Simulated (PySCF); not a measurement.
## `InChI=1S/C5H6/c1-3-5-4-2/h3H,1H2,2H3`

Molfile (atoms numbered from 1):
```
C5H6
     RDKit          3D

 11 10  0  0  0  0  0  0  0  0999 V2000
   -2.5044    0.3210   -0.1526 C   0  0  0  0  0  0  0  0  0  0  0  0
   -1.4882   -0.4713   -0.4939 C   0  0  0  0  0  0  0  0  0  0  0  0
   -0.1337   -0.2386   -0.1481 C   0  0  0  0  0  0  0  0  0  0  0  0
    1.0288   -0.0762    0.1261 C   0  0  0  0  0  0  0  0  0  0  0  0
    2.4205    0.1402    0.4638 C   0  0  0  0  0  0  0  0  0  0  0  0
   -2.3519    1.2220    0.4294 H   0  0  0  0  0  0  0  0  0  0  0  0
   -3.5169    0.0809   -0.4519 H   0  0  0  0  0  0  0  0  0  0  0  0
   -1.6848   -1.3665   -1.0794 H   0  0  0  0  0  0  0  0  0  0  0  0
    2.5148    0.6975    1.3991 H   0  0  0  0  0  0  0  0  0  0  0  0
    2.9491   -0.8091    0.5808 H   0  0  0  0  0  0  0  0  0  0  0  0
    2.9277    0.7112   -0.3187 H   0  0  0  0  0  0  0  0  0  0  0  0
  1  2  2  0
  2  3  1  0
  3  4  3  0
  4  5  1  0
  1  6  1  0
  1  7  1  0
  2  8  1  0
  5  9  1  0
  5 10  1  0
  5 11  1  0
M  END
```

Method: quadratic response CAM-B3LYP/def2-TZVPD first hyperpolarisability, Taylor convention, gas phase (PySCF). Geometry: PBE0-D3(BJ)/def2-TZVP.

Question: Give the tensor of the second harmonic β(−2ω;ω,ω) at 1907 nm in the axes of these coordinates.

Answer: In au, Taylor convention; rows are the first index (the induced dipole):
|  | xx | yy | zz | xy | xz | yz |
| --- | --- | --- | --- | --- | --- | --- |
| x | +233.5 | +18.5 | +29.2 | -8.2 | +19.7 | -6.4 |
| y | -8.3 | -4.5 | -10.2 | +18.3 | -6.3 | -0.2 |
| z | +19.5 | -0.3 | +7.4 | -6.4 | +28.9 | -10.0 |

Norm of βᵢ = ⅓ Σⱼ (βᵢⱼⱼ + βⱼᵢⱼ + βⱼⱼᵢ): 283.1 au, hyper-Rayleigh value 108.8 au.
